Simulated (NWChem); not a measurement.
## Correlation energy of F (+1)

```xyz
1

F      0.0000     0.0000     0.0000
```
Charge +1, spin multiplicity 3.

Everything below was run with NWChem.

Basis set: cc-pVQZ. Each correlation energy counts from its own Hartree-Fock reference.

The correlated methods keep 1 core orbital frozen. The stability of the SCF solutions was not checked. Open-shell Hartree-Fock references start from PBE0 orbitals. Coupled-cluster values serve here as a point of comparison, not as the truth.

Task: Order these methods by the correlation energy they give, lowest first: URI-MP2, CCSD on UHF, CCSD[T] on UHF, CCSD on ROHF, CCSD[T] on ROHF.

Result: CCSD[T] on ROHF (-182.6 mHa), CCSD on ROHF (-179.9 mHa), CCSD[T] on UHF (-175.9 mHa), CCSD on UHF (-173.4 mHa), URI-MP2 (-159.0 mHa)
